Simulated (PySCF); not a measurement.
Cartesian coordinates in Å; atom numbers follow the order of the lines, from 1:
```xyz
15

C    -1.531   -0.940    0.067
C    -0.880    0.419   -0.126
C     0.583    0.363   -0.541
C     1.479   -0.285    0.497
O     1.056    1.658   -0.878
H    -2.594   -0.836    0.294
H    -1.445   -1.548   -0.838
H    -1.074   -1.499    0.887
H    -1.416    0.983   -0.895
H    -0.957    1.004    0.801
H     0.657   -0.203   -1.477
H     1.204   -1.326    0.677
H     1.407    0.249    1.452
H     2.518   -0.256    0.166
H     1.011    2.203   -0.087
```

Geometry: PBE0-D3(BJ)/def2-TZVP; GIAO shifts from PySCF 2.14.0 with density-fitted response routines, gas phase, non-relativistic, averaged over equivalent atoms.

At wB97X-D/pcSseg-2 (320 basis functions):
```
      atoms  δ (ppm)
         C3     75.3
         C2     38.9
         C4     25.2
         C1     13.5
         O5     77.4
        H11     3.39
         H9     1.92
H12/H13/H14     1.12
        H10     0.89
   H6/H7/H8     0.88
        H15    -0.09
```

Referencing at the same level of theory: ¹³C (σref 186.29), ¹H (σref 31.63) vs TMS; ¹⁷O (σref 328.24) vs H2O.

Q: What do these become at B97-2/pcSseg-2?

A: 
```tsv
atoms	δ at B97-2/pcSseg-2	change
C3	75.3	+0.0
C2	39.0	+0.1
C4	24.8	-0.4
C1	13.8	+0.3
O5	79.4	+2.0
H11	3.43	+0.04
H9	1.95	+0.03
H12/H13/H14	1.11	-0.01
H10	0.91	+0.02
H6/H7/H8	0.89	+0.01
H15	-0.15	-0.06
```

Scale: TMS for ¹³C (σ = 185.38 ppm) and ¹H (σ = 31.64 ppm); H2O for ¹⁷O (σ = 327.66 ppm) (reference shieldings calculated alike).

The largest change is at O5 (alcohol oxygen). Cost: 320 basis functions. The order of the carbon signals is the same at both levels.

Experimental scales use liquid or dissolved standards, which lie at an offset from isolated H2O (liquid H2O: subtract about 36 ppm).
